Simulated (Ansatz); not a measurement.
Tetradymite Bi2Se3, treated with PBE (plane waves, PAW; Ansatz, a quantum-chemistry and plane-wave program).

Rigid layers of the crystal as relaxed at this level are moved apart or together:

| run | layer repeat (Å) | energy against free layers (meV/Å²) | gap on the mesh (eV) |
|---|---|---|---|
| 1 | 9.2467 | 8.28 | 0.087 |
| 2 | 9.3967 | 4.81 | 0.122 |
| 3 | 9.5467 | 2.51 | 0.188 |
| 4 | 9.7467 | 0.65 | 0.301 |
| 5 | 10.047 | -0.63 | 0.489 |
| 6 | 10.547 | -1.03 | 0.713 |
| 7 | 11.547 | -0.56 | 0.808 |
| 8 | 13.547 | -0.05 | 0.864 |

The lowest energy of these points lies at a layer repeat of 10.55 Å.

Spin–orbit coupling is not included.

Note: the cell comes from a level without a dispersion term, which matters for the spacing of layers, chains or molecules.
